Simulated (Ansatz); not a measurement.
**C₂H₃FS: taking an electron away**

Aim: the vertical ionisation energy of C₂H₃FS, as cation minus neutral at the neutral's geometry, on several levels, and how well −ε(HOMO) stands in for it.

Computed with Ansatz 0.2.0, Gaussian basis. Level: unrestricted cation, the program's frozen cores in correlated methods.

Plan: UKS PBE-D4/def2-TZVPP; UKS r2SCAN-D4/def2-TZVPP; UKS PBE0-D4/def2-TZVPP; UKS B3LYP-D4/def2-TZVPP; UKS wB97X-V/def2-TZVPP; UKS wB97M-V/def2-TZVPP; UKS B2PLYP/def2-TZVPP; UHF-CCSD(T)/def2-TZVPP; UHF-MP2/def2-QZVPP; extrapolation to the limit; then −ε(HOMO) from the neutral's earlier runs with LDA (SPW92), PBE-D4, revPBE-D4, BLYP-D4, r2SCAN-D4, B97M-V, PBE0-D4, B3LYP-D4, r2SCANh-D4, r2SCAN0-D4, HSE06-D4, BHLYP-D4, CAM-B3LYP-D4, LC-ωPBE, ωB97X-V, ωB97M-V.

### 1 The relaxed structure

The geometry comes from an earlier relaxation with PBE0-D4 in a triple-zeta def2 set; it is a stationary point, not always the lowest conformer.

SMILES `F/C=C\S`, 7 atoms, charge 0, spin multiplicity 1.

Atoms are counted from 1 here; the program's logs count them from 0.

Bond lengths: F1–C2 1.340 Å, C2–C3 1.323 Å, C2–H5 1.082 Å, C3–S4 1.741 Å, C3–H6 1.082 Å, S4–H7 1.342 Å. Angles: F1–C2–C3 122.0°, F1–C2–H5 113.2°, C3–C2–H5 124.9°, C2–C3–S4 127.4°, C2–C3–H6 118.0°, S4–C3–H6 114.5°, C3–S4–H7 96.5°.

### 2 Cation, UKS PBE-D4/def2-TZVPP

The input, in.yaml:

```yaml
crystal:
  periodic: [false, false, false]
  atoms:
    - {symbol: F, position_ang: [-0.749918, -1.013910, -1.105440]}
    - {symbol: C, position_ang: [-0.571922, -0.684175, 0.181148]}
    - {symbol: C, position_ang: [0.228844, 0.303072, 0.546746]}
    - {symbol: S, position_ang: [1.175589, 1.336071, -0.486561]}
    - {symbol: H, position_ang: [-1.142726, -1.301886, 0.861570]}
    - {symbol: H, position_ang: [0.325328, 0.514844, 1.603804]}
    - {symbol: H, position_ang: [0.796006, 0.778083, -1.646868]}
basis:
  gaussian: {orbitals: def2-TZVPP}
total_charge: 1
magnetization: {spin_polarized: true, initial_magnetization: 1}
hamiltonian: {xc: pbe, dispersion: d4}
```

The run is started by

```bash
$ ansatz run in.yaml --threads 2 --pin off --events-out ev --progress --plain --max-ram 4352MiB
```

After this run come: Cation, UKS r2SCAN-D4/def2-TZVPP; Cation, UKS PBE0-D4/def2-TZVPP; Cation, UKS B3LYP-D4/def2-TZVPP; Cation, UKS wB97X-V/def2-TZVPP; Cation, UKS wB97M-V/def2-TZVPP; Cation, UKS B2PLYP (frozen core)/def2-TZVPP; Cation, UHF-CCSD(T)/def2-TZVPP; Cation, UHF-MP2/def2-QZVPP.

Before running them: what should the planned runs give, taken together? Wanted: ionisation energy, CCSD(T)/CBS; nearest functional by difference; nearest −ε(HOMO); −ε(HOMO) of PBE; T1 of the cation.

As calculated:

| quantity | value |
| --- | --- |
| ionisation energy, CCSD(T)/CBS | 9.12 eV |
| nearest functional by difference | ωB97X-V (-0.26 eV) |
| nearest −ε(HOMO) | LC-ωPBE (+0.04 eV) |
| −ε(HOMO) of PBE | 5.39 eV |
| T1 of the cation | 0.024 |

In words: Energy differences with functionals land within 0.46 eV of the reference. −ε(HOMO) of PBE misses by 3.7 eV, since self-interaction lifts the level. Among orbital estimates LC-ωPBE comes nearest. Hartree-Fock falls 1.19 eV short, as the neutral has more correlation energy than the cation.
